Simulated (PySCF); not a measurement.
Compound: cyanide anion, CN (charge -1).
Geometry (GFN2-xTB, Å), atoms numbered from 1 in this order:
```
atom  x, y, z in Å
C1     0.6014   -0.0032   -0.0025
N2    -0.5987    0.0045   -0.0117
```

Computed geometry: GFN2-xTB, gas phase.

Masses are those of the commonest isotopes; rigid-rotor values at the optimised geometry. 

Task: What are the moment of inertia and the rotational constant?

Result: I = 9.308 u·Å², B = 505379 MHz·u·Å²/I = 54297 MHz (1.8112 cm⁻¹, or 2.606 K as hB/k). For two atoms I = μr² with μ = 6.4622 u and r = 1.2001 Å.

Task: List the first levels of a rigid rotor in a Σ state.

Result: E(J) = BJ(J+1): J = 1: 3.622, J = 2: 10.867, J = 3: 21.734, J = 4: 36.223, J = 5: 54.335, J = 6: 76.068 cm⁻¹.

Task: Estimate the classical rotational partition function at 50 K, 200 K and 500 K.

Result: Point group C∞v, symmetry number σ = 1; q = kT/(σhB), k/h = 20836.6 MHz/K: 19.2 at 50 K, 76.8 at 200 K, 192 at 500 K.

No GFN2-xTB frequencies stand behind this structure, so it isn't proved a minimum. No vibrational averaging or centrifugal distortion is included, and the geometry carries the error of its method.
